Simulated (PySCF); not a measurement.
C4H8N2.
Atom-mapped SMILES: `[H]/[N:1]=[CH:2]\[C@@H:3]1[CH2:4][CH2:5][NH:6]1`

NICS = −σ at a ghost point: NICS(0) at the centroid of the ring atoms, NICS(1) 1 Å to either side along the normal of their mean plane, zz for the tensor component along that normal. Level: GIAO PBE0/pcSseg-1 (PySCF, non-relativistic, gas phase) on the GFN2-xTB geometry, one conformer.

Ring bond lengths (Å), with Mayer bond orders in brackets: C3–C4 1.545 (0.99), C4–C5 1.534 (1.04), C5–N6 1.465 (0.97), N6–C3 1.467 (0.99).

Task: What do the NICS probes read (ppm)?

Result: 
| ring | type | NICS(0) | NICS(1), two faces | NICS(1)zz, two faces | rms pucker (Å) | centre to ring atoms, mean (Å) |
| --- | --- | --- | --- | --- | --- | --- |
| C3–C4–C5–N6 | 4-membered ring with N; formal bonds all single | -2.1 | 1.0 / -0.7 | 3.9 / 2.6 | 0.08 | 1.06 |

Task: What can be read from them?

Result: 
- C3–C4–C5–N6: mean NICS(1)zz 3.3 ppm, deshielded. C3, C4, C5 have four or more neighbours, and the NICS criterion for π rings isn't applied.

Task: List the ring angles and the Hirshfeld charges of the ring atoms.

Result: 
- C3–C4–C5–N6: C3 89.4° (+0.014 e), C4 86.4° (-0.070 e), C5 89.9° (-0.023 e), N6 91.9° (-0.162 e); sum 357.6° against 360° for a flat convex ring.

Task: What are the shieldings of the ring atoms and their hydrogens in the same run (means over atoms taken as equivalent)?

Result: 
```json
{"atoms": "C3", "environment": "sp3 carbon bound to nitrogen", "σ isotropic (ppm)": "124.3", "principal values of the symmetric part, first atom (ppm)": "106.3, 118.0, 148.6"}
{"atoms": "C4", "environment": "four-membered-ring carbon", "σ isotropic (ppm)": "160.9", "principal values of the symmetric part, first atom (ppm)": "148.9, 152.9, 181.0"}
{"atoms": "C5", "environment": "sp3 carbon bound to nitrogen", "σ isotropic (ppm)": "141.5", "principal values of the symmetric part, first atom (ppm)": "116.5, 135.9, 172.0"}
{"atoms": "N6", "environment": "secondary amine nitrogen", "σ isotropic (ppm)": "235.1", "principal values of the symmetric part, first atom (ppm)": "184.3, 253.5, 267.7"}
{"atoms": "H on C3", "environment": "methine hydrogen", "σ isotropic (ppm)": "27.56", "principal values of the symmetric part, first atom (ppm)": "24.8, 26.2, 31.7"}
{"atoms": "H on C4", "environment": "methylene hydrogen", "σ isotropic (ppm)": "29.43", "principal values of the symmetric part, first atom (ppm)": "26.2, 27.4, 34.7"}
{"atoms": "H on C4", "environment": "methylene hydrogen", "σ isotropic (ppm)": "29.72", "principal values of the symmetric part, first atom (ppm)": "27.1, 27.9, 34.2"}
{"atoms": "H on C5", "environment": "methylene hydrogen", "σ isotropic (ppm)": "28.18", "principal values of the symmetric part, first atom (ppm)": "24.3, 25.7, 34.5"}
{"atoms": "H on C5", "environment": "methylene hydrogen", "σ isotropic (ppm)": "27.81", "principal values of the symmetric part, first atom (ppm)": "25.2, 25.8, 32.5"}
{"atoms": "H on N6", "environment": "N–H hydrogen", "σ isotropic (ppm)": "31.09", "principal values of the symmetric part, first atom (ppm)": "24.6, 27.6, 41.1"}
```

Conformer computed: `[H]/[N:1]=[CH:2]\[C@@H:3]1[CH2:4][CH2:5][NH:6]1`: N1–C2–C3–C4 100°.
